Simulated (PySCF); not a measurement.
## Which determinant of BCl⁺ lies lowest?

Unrestricted PBE0; B def2-TZVPPD, Cl def2-TZVPPD; no relativity (PySCF 2.14). Outer shells of the fragments: B+ 2s2; Cl 3s2 3p5.

Followed along the bond (rough minima from three points):

```
2Ms+1   unpaired  ⟨S²⟩ at the start  R at minimum (Å)  Te (eV)
    2        σ ↑               0.76              1.60     0.00
    4  σ ↑, π ↑↑               3.76              1.87     5.19
```

Solutions found at the starting distance of 1.885 Å, counted from the lowest of them; the search is not exhaustive and high or unbound solutions are not listed, so other states can lie among these:

```tsv
2Ms+1	unpaired	term	E (eV)	⟨S²⟩	⟨Lz²⟩	μ (D)
2	σ ↑	²Σ⁺	0.00	0.76	0.00	-4.26
2	π ↑	²Π	2.50	0.76	1.01	-0.48
4	σ ↑, π ↑↑	mixed	4.15	3.76	2.01	-1.32
4	σ ↑, π ↑↑	mixed	4.40	3.75	2.01	-1.37
2	σ ↑, π ↑↓	mixed	4.50	1.76	2.01	-1.36
4	σ ↑↑, π ↑	⁴Π	7.08	3.76	1.00	-1.84
```

A term symbol is given only where ⟨S²⟩ and ⟨Lz²⟩ are close to those of a pure state; real π, δ and φ orbitals otherwise mix terms. A positive dipole points towards Cl; it is taken about the centre of mass and depends on that origin.

Compare the gap between the two lowest followed solutions at the starting distance with the gap between their minima.

At PBE0 the second solution (quartet, unpaired electrons σ ↑, π ↑↑) lies +4.15 eV from the first (doublet, unpaired electrons σ ↑) at 1.885 Å and +5.19 eV at the minima; the two curves relax by different amounts, since their minima lie near 1.87 and 1.60 Å.

Counting both spins, an empty level lies below a filled one in some of these solutions, because spin and occupation are held.
